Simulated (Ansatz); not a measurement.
One crystal and one scan (energy against volume) at two levels, PBE (plane waves to 420 eV, PAW, scalar-relativistic; Ansatz, a quantum-chemistry and plane-wave program) and r2SCAN (plane waves to 500 eV, PAW, scalar-relativistic; Ansatz), each from its own relaxed cell and on its own mesh. The cell shown is that of PBE.

Nb (bcc, W type)

```
CELL_PARAMETERS angstrom
     -1.65478     1.65478     1.65478
      1.65478    -1.65478     1.65478
      1.65478     1.65478    -1.65478
ATOMIC_POSITIONS crystal
  Nb 0.00000 0.00000 0.00000
```

E(V) scan at fixed shape, V₀ the volume above. Symmetry pins the atoms to their sites.

E stands for the smeared free energy. Nb is run without spin polarisation. Nb was relaxed with its symmetry unable to fall. The PAW data are Ansatz's earlier set. Percentages come from the unrounded values. Both scans cover V/V₀ from 0.900 to 1.100.

| quantity | PBE | r2SCAN | PBE − r2SCAN |
|---|---|---|---|
| Lattice constant a (Å) | 3.310 | 3.303 | +0.007 (+0.2 %) |
| Pressure at the smallest volume (GPa) | 21.9 | 22.3 | -0.4 (-2 %) |
| Energy cost of the largest compression (meV/atom) | 114 | 115 | -1 (-1 %) |
| Energy cost of the largest expansion (meV/atom) | 82 | 84 | -2 (-2 %) |
| Bulk modulus B₀ (third-order Birch-Murnaghan fit) (GPa) | 169.8 | 173.9 | -4.1 (-2.3 %) |
| Pressure derivative B₀′ (fit) | 3.8 | 3.7 | +0.1 (+3 %) |
| Pressure for 5 % compression (fit) (GPa) | 9.6 | 9.8 | -0.2 (-2 %) |

PBE gives the higher value for: lattice constant a. PBE gives the lower value for: pressure at the smallest volume; bulk modulus B₀. They agree on: energy cost of the largest compression (within 1.5 %). For the lattice constant a the reference is 3.294 Å (measured, corrected to the static lattice; as given in Daniel Mejia-Rodriguez, S. B. Trickey, Physical Review B (2018), arXiv:1807.09216): within its tolerance of 0.3 % it doesn't tell which level is nearer. For the bulk modulus B₀ the reference is 173.2 GPa (measured, corrected to the static lattice; as given in Daniel Mejia-Rodriguez, S. B. Trickey, Physical Review B (2018), arXiv:1807.09216): within its tolerance of 5 % it doesn't tell which level is nearer. 

ΔE (meV/atom), each from the relaxed starting cell of its own level:

```
V/V₀   PBE  r2SCAN
-----  ---  ------
0.900  114     115
0.917   77      78
0.933   48      48
0.950   26      26
0.967   11      11
0.983    3       3
1.000    0       0
1.017    3       3
1.033   10      10
1.050   22      23
1.067   39      39
1.083   59      60
1.100   82      84
```

(Under strain, the slope of the energy per volume gives the stress and its curvature an elastic modulus.)
